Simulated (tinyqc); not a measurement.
Worked calculation: CIS on RHF in the sto-6g basis, for OH-, spin multiplicity 1. The basis has no diffuse functions, so it cannot describe the extra electron: this is an exercise in the method, not the real anion. One step of it, computed by the program tinyqc.

Task: Integrals over molecular orbitals. (pq|rs) = sum C_ip C_jq C_kr C_ls (ij|kl), one index at a time.

coefficients C, order 1O 1s, 1O 2s, 1O 2px, 1O 2py, 1O 2pz, 2H 1s:
```
[[0.996810, -0.235354, 0.081152, 0.000000, 0.000000, -0.062822],
 [0.013873, 0.938038, -0.445409, 0.000000, 0.000000, 0.378338],
 [0.000000, 0.000000, 0.000000, 0.885163, 0.465282, 0.000000],
 [0.000000, 0.000000, 0.000000, -0.465282, 0.885163, 0.000000],
 [0.001686, 0.014401, 0.501508, 0.000000, 0.000000, 0.934513],
 [-0.002900, 0.197648, 0.743955, 0.000000, 0.000000, -0.830853]]
```

core Hamiltonian H = T + V (hartree), order 1O 1s, 1O 2s, 1O 2px, 1O 2py, 1O 2pz, 2H 1s:
```
[[-32.382249, -7.151582, 0.000000, 0.000000, -0.010936, -1.050277],
 [-7.151582, -8.607286, 0.000000, 0.000000, -0.127781, -2.414269],
 [0.000000, 0.000000, -6.892669, 0.000000, 0.000000, 0.000000],
 [0.000000, 0.000000, 0.000000, -6.892669, 0.000000, 0.000000],
 [-0.010936, -0.127781, 0.000000, 0.000000, -6.969250, -1.829755],
 [-1.050277, -2.414269, 0.000000, 0.000000, -1.829755, -4.024645]]
```

Two-electron integrals (ij|kl) in chemists' order, unique and non-zero (hartree):
```
(11|11) 4.787491   (21|11) 0.675884   (21|21) 0.121505   (22|11) 1.117379
(22|21) 0.249212   (22|22) 0.817383   (31|31) 0.025762   (32|31) 0.039145
(32|32) 0.180664   (33|11) 1.117381   (33|21) 0.249212   (33|22) 0.817382
(33|33) 0.880663   (41|41) 0.025762   (42|41) 0.039145   (42|42) 0.180664
(43|43) 0.047461   (44|11) 1.117381   (44|21) 0.249212   (44|22) 0.817382
(44|33) 0.785741   (44|44) 0.880663   (51|51) 0.025762   (52|51) 0.039145
(52|52) 0.180664   (53|53) 0.047461   (54|54) 0.047461   (55|11) 1.117381
(55|21) 0.249212   (55|22) 0.817382   (55|33) 0.785741   (55|44) 0.785741
(55|55) 0.880663   (61|11) 0.104840   (61|21) 0.018079   (61|22) 0.036315
(61|33) 0.036238   (61|44) 0.036238   (61|51) 0.000887   (61|52) 0.001742
(61|55) 0.036469   (61|61) 0.002742   (62|11) 0.274658   (62|21) 0.062212
(62|22) 0.228451   (62|33) 0.224538   (62|44) 0.224538   (62|51) 0.005005
(62|52) 0.038141   (62|55) 0.236278   (62|61) 0.009324   (62|62) 0.082228
(63|31) 0.006646   (63|32) 0.038277   (63|53) 0.007729   (63|63) 0.011119
(64|41) 0.006646   (64|42) 0.038277   (64|54) 0.007729   (64|64) 0.011119
(65|11) 0.207878   (65|21) 0.047721   (65|22) 0.186802   (65|33) 0.178619
(65|44) 0.178619   (65|51) 0.009927   (65|52) 0.067109   (65|55) 0.203168
(65|61) 0.007450   (65|62) 0.081700   (65|65) 0.091260   (66|11) 0.443928
(66|21) 0.102411   (66|22) 0.431925   (66|33) 0.415612   (66|44) 0.415612
(66|51) 0.009835   (66|52) 0.104746   (66|55) 0.464549   (66|61) 0.015466
(66|62) 0.204960   (66|65) 0.231856   (66|66) 0.774999
```

Give: one-electron integrals over orbitals h = C^T H C; Two-electron integrals over orbitals.

Result:

one-electron integrals over orbitals h = C^T H C (hartree):
```
[[-32.3692, 0.6148, -0.2089, 0.0000, 0.0000, 0.1669],
 [0.6148, -7.1796, 0.7143, 0.0000, 0.0000, -0.8257],
 [-0.2089, 0.7143, -5.2202, 0.0000, 0.0000, -1.5170],
 [0.0000, 0.0000, 0.0000, -6.8927, 0.0000, 0.0000],
 [0.0000, 0.0000, 0.0000, 0.0000, -6.8927, 0.0000],
 [0.1669, -0.8257, -1.5170, 0.0000, 0.0000, -5.7240]]
```

Two-electron integrals over orbitals (pq|rs), unique and non-zero (hartree):
```
(11|11) 4.7631    (21|11) -0.4564   (21|21) 0.0701    (22|11) 1.0603
(22|21) -0.0191   (22|22) 0.7373    (31|11) 0.1613    (31|21) -0.0246
(31|22) 0.0086    (31|31) 0.0163    (32|11) -0.1888   (32|21) 0.0073
(32|22) -0.0608   (32|31) 0.0096    (32|32) 0.1289    (33|11) 0.7167
(33|21) -0.0062   (33|22) 0.5865    (33|31) -0.0010   (33|32) 0.0127
(33|33) 0.6237    (41|41) 0.0267    (42|41) 0.0341    (42|42) 0.1572
(43|41) -0.0110   (43|42) -0.0438   (43|43) 0.0325    (44|11) 1.1171
(44|21) -0.0123   (44|22) 0.7684    (44|31) 0.0042    (44|32) -0.1002
(44|33) 0.5680    (44|44) 0.8807    (51|51) 0.0267    (52|51) 0.0341
(52|52) 0.1572    (53|51) -0.0110   (53|52) -0.0438   (53|53) 0.0325
(54|54) 0.0475    (55|11) 1.1171    (55|21) -0.0123   (55|22) 0.7684
(55|31) 0.0042    (55|32) -0.1002   (55|33) 0.5680    (55|44) 0.7857
(55|55) 0.8807    (61|11) -0.1273   (61|21) 0.0203    (61|22) -0.0023
(61|31) 0.0057    (61|32) 0.0216    (61|33) -0.0067   (61|44) -0.0032
(61|55) -0.0032   (61|61) 0.0274    (62|11) 0.1710    (62|21) -0.0048
(62|22) 0.0879    (62|31) 0.0165    (62|32) 0.0464    (62|33) 0.0017
(62|44) 0.0913    (62|55) 0.0913    (62|61) 0.0226    (62|62) 0.1099
(63|11) 0.3010    (63|21) -0.0041   (63|22) 0.1458    (63|31) -0.0031
(63|32) -0.1136   (63|33) 0.0045    (63|44) 0.1745    (63|55) 0.1745
(63|61) -0.0088   (63|62) 0.0256    (63|63) 0.1815    (64|41) 0.0081
(64|42) 0.0331    (64|43) 0.0134    (64|64) 0.0379    (65|51) 0.0081
(65|52) 0.0331    (65|53) 0.0134    (65|65) 0.0379    (66|11) 0.9442
(66|21) -0.0111   (66|22) 0.6758    (66|31) 0.0114    (66|32) 0.0096
(66|33) 0.6237    (66|44) 0.6679    (66|55) 0.6679    (66|61) 0.0093
(66|62) 0.0818    (66|63) 0.0660    (66|66) 0.7119
```
